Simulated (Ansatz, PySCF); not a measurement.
Reaction (SMILES): S (H2S) → S (H2S) as doublet, charge +1 + e-
Structures are relaxed separately at B3LYP-D3(BJ)/def2-TZVP in Ansatz (a program for electronic structure).

Property: adiabatic ionisation energy (0 K, with B3LYP-D3(BJ) harmonic zero-point energies from PySCF), in eV. Valence correlation only, unless marked. UHF or UKS for open shells. Spin-orbit coupling is left out. No relativistic terms. FCI takes restricted orbitals. CBS marks a two-point X^-3 extrapolation of the correlation energy; Hartree-Fock from the larger set (for Q and 5 zeta extrapolated as (X+1)exp(-9√X)).

```csv
level,program,adiabatic ionisation energy (eV)
HF/aug-cc-pV(D+d)Z,Ansatz,9.22
```

Problem. Predict the CCSD(T)/CBS(cc-pV(Q+d)Z,cc-pV(5+d)Z) result (Ansatz).

Solution. 10.47 eV, so HF/aug-cc-pV(D+d)Z differs from it by -1.25 eV.
